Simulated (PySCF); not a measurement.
A side-by-side comparison of computed properties.

First species: CH3Li.
SMILES: `[Li][CH3]`

Second species: ClGa (singlet state).
SMILES with atom numbers: `[Cl:1][Ga:2]`

Structure used (PBE0-D3(BJ)/def2-SVP), in Å, numbered top down from 1:
```xyz
2
GaCl angstrom
Cl     1.132   -0.086    0.010
Ga    -1.083   -0.002   -0.032
```

Levels: wB97X-D/def2-SVPD for dipole moment, HOMO energy, LUMO energy, HOMO–LUMO gap, static isotropic polarisability and electronic spatial extent ⟨r²⟩ about the centre of nuclear charge; TDDFT wB97X-D/def2-SVPD for lowest singlet excitation; TDA wB97X-D/def2-SVPD for lowest triplet excitation (Tamm–Dancoff); ΔSCF wB97X-D/def2-SVPD for vertical ionisation energy; PBE0-D3(BJ)/def2-SVP for smallest rotational constant. Geometries: PBE0-D3(BJ)/def2-SVP. Each species is one conformer at its optimised geometry, gas phase, non-relativistic unless stated; the electronic structure was computed with PySCF and density fitting.

Question: Which has the higher dipole moment?

Answer: The first: 5.84 D against 2.56 D, a difference of 3.28 D.

Question: Which has the higher LUMO energy?

Answer: The first: -0.01 eV against -0.13 eV, a difference of 0.12 eV.

Question: Which of the two has the higher smallest rotational constant, and by how much?

Answer: The first: 22.600 GHz against 4.431 GHz, a difference of 18.169 GHz.

Question: Which has the higher ⟨r²⟩?

Answer: The second: 258 bohr² against 67 bohr², a difference of 191 bohr².

Question: Which has the higher T1 energy?

Answer: The second: 3.84 eV against 2.97 eV, a difference of 0.87 eV.

Question: Which of the two has the higher S1 energy, and by how much?

Answer: The second: 4.98 eV against 3.13 eV, a difference of 1.85 eV.

Question: Which has the higher vertical ionisation energy?

Answer: The second: 10.13 eV against 7.45 eV, a difference of 2.68 eV.

Question: Which has the higher HOMO–LUMO gap?

Answer: The second: 9.25 eV against 6.86 eV, a difference of 2.39 eV.

On the first: The principal polarisabilities are 31.3, 31.3 and 38.8 au; their mean is the isotropic value. 1 of the 10 computed singlets lies in the visible range (750 to 380 nm, 1.65 to 3.26 eV), with an oscillator strength of 0.067.

On the second: The polarisability is 7.09 Å³ as a volume (1 au = 0.148185 Å³), or 1.00 au for each of the 48 electrons. The vertical singlet–triplet gap S1 − T1 is 1.14 eV (TDDFT singlet less Tamm–Dancoff triplet). The calculation is non-relativistic and has no spin–orbit coupling, an omission that weighs most on gallium.
